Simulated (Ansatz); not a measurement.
System: CH₃O (charge -1, singlet). 
Geometry from a B3LYP-D3(BJ)/def2-TZVP (Ansatz, an electronic-structure program) optimisation:
```xyz
5

C     -0.5212     0.0979     0.0242
O      0.7752    -0.1455    -0.0360
H     -1.0129     0.0062     1.0555
H     -0.8624     1.1430    -0.3000
H     -1.1989    -0.5721    -0.6129
```
Charge -1, spin multiplicity 1.

Basis-set convergence of Hartree-Fock and MP2 correlation energies (hartree) with Ansatz. Valence correlation only, unless marked. Spin-orbit coupling is left out. No relativistic terms.

```
basis        functions       E(HF)  E(corr, MP2)
-----------  ---------  ----------  ------------
def2-SVPD           67  -114.33003      -0.37192
def2-TZVPPD        128  -114.45807      -0.44597
def2-QZVPPD        228  -114.46308      -0.47598
```

Extrapolating the two largest sets (X = 3 and 4) as X^-3: E(corr) = (64·(-0.47598) - 27·(-0.44597))/37 = -0.4979 Eh, an estimate of the basis-set limit. The largest set recovers 95.6 % of it, the smallest 74.7 %.
